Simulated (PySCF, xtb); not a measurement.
phosphine (H3P), SMILES P.

Harmonic wavenumbers (cm⁻¹) from xtb 6.7.1 with GFN2-xTB at its own minimum, in rising order: 1132, 1151, 1152, 2283, 2391, 2393.

**Question.** What does PBE0-D3(BJ)/def2-TZVPD in PySCF give at its own minimum? (The exact figures need the calculation; the answer reports its results.)

**Answer.** 1000, 1131, 1131, 2410, 2422, 2422. Paired by order, the mean absolute difference is 60 cm⁻¹ and the zero-point energies are 15.0 and 15.0 kcal/mol.
